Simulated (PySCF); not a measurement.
Gas-phase reaction: NH + 2 H + SiH2 = H3SiNH2

Computed with PySCF and rigid-rotor harmonic-oscillator thermochemistry at 1 bar. † marks an energy on the PBE0/def2-TZVP geometry and frequencies; other levels use their own. Open shells (unrestricted): NH (multiplicity 3), H (multiplicity 2); the rest are closed-shell singlets. H3SiNH2: computed as isolated molecules; such fragments, hydroxides, amides, oligomers or adducts are transient or little studied in the gas. The harmonic model lacks anharmonicity and excited electronic states, which grow with temperature; levels with a mode under 35 cm⁻¹ are left out. Internal rotation in H3SiNH2 is treated as a harmonic vibration of one conformer, which makes the entropy rough.

```json
[
 {"level": "BLYP/def2-TZVP†", "ΔE electronic, kJ": "-1132", "ΔH°(298 K), kJ": "-1068", "ΔS°(298 K), J/K": "-354", "ΔG°(1000 K), kJ": "-702"},
 {"level": "HF/def2-TZVP†", "ΔE electronic, kJ": "-892", "ΔH°(298 K), kJ": "-828", "ΔS°(298 K), J/K": "-354", "ΔG°(1000 K), kJ": "-462"},
 {"level": "PBE/def2-SVP", "ΔE electronic, kJ": "-1150", "ΔH°(298 K), kJ": "-1088", "ΔS°(298 K), J/K": "-356", "ΔG°(1000 K), kJ": "-720"},
 {"level": "PBE/def2-TZVP†", "ΔE electronic, kJ": "-1156", "ΔH°(298 K), kJ": "-1092", "ΔS°(298 K), J/K": "-354", "ΔG°(1000 K), kJ": "-726"},
 {"level": "PBE0/def2-QZVP†", "ΔE electronic, kJ": "-1158", "ΔH°(298 K), kJ": "-1094", "ΔS°(298 K), J/K": "-354", "ΔG°(1000 K), kJ": "-728"},
 {"level": "PBE0/def2-TZVP", "ΔE electronic, kJ": "-1153", "ΔH°(298 K), kJ": "-1089", "ΔS°(298 K), J/K": "-354", "ΔG°(1000 K), kJ": "-723"},
 {"level": "ωB97X-V/def2-TZVP†", "ΔE electronic, kJ": "-1177", "ΔH°(298 K), kJ": "-1113", "ΔS°(298 K), J/K": "-354", "ΔG°(1000 K), kJ": "-746"}
]
```
ΔH° is lowest at ωB97X-V/def2-TZVP† and highest at HF/def2-TZVP†. No reference value is set beside these.
